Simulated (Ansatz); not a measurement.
A made-up structure of MgAlBH$_{4}$, singlet:

```
atom    x (Å)    y (Å)    z (Å)
  B1  -1.5119   0.5801  -0.7446
 Al2   0.0607   0.5644   0.6402
 Mg3   2.0370  -1.3410   0.4226
  H4  -1.4451   1.1560  -1.7983
  H5  -2.5059  -0.0826  -0.6063
  H6   0.1039   1.6563   1.8134
  H7  -1.0108  -0.2953  -1.2968
```

It is relaxed with PBE-D4/def2-SVP and then PBE0-D4/def2-TZVP (Ansatz 0.2.0). Atoms count as bonded within 1.22 times the sum of their covalent radii (H–H: 0.88 Å). The end point is not checked to be a true minimum.

Q: Does its bonding change? (A judgement: the text doesn't fix the answer.)

A: The calculation gives: Yes. Formed: B1–Mg3, Mg3–H4, Mg3–H7; broken: none.

Where it ends: The first stage lowers the energy by 1.93 eV in 33 steps. It ends as MgAlBH₄ ([H]1[BH]23[H][Mg]12[AlH]3):
```
7
angstrom
B -1.1771 0.2454 -0.8142
Al -0.2320 0.7760 1.0405
Mg 1.0787 -0.5567 -0.8189
H -0.3426 0.7561 -1.5820
H -2.3138 0.5178 -1.0942
H -0.3277 1.4774 2.4711
H -0.9576 -0.9780 -0.7720
```

Labels in which every atom is bracketed show which atoms are joined, not bond orders.

For scale, one of the runs: PBE0-D4/def2-TZVP relaxation, 124 basis functions, launched by `ansatz run in.yaml --threads 2 --pin off --events-out ev --progress --plain --max-ram 4352MiB`. Hardware: 2 CPU threads of an Intel Xeon, shared host. Wall time about 40 s.
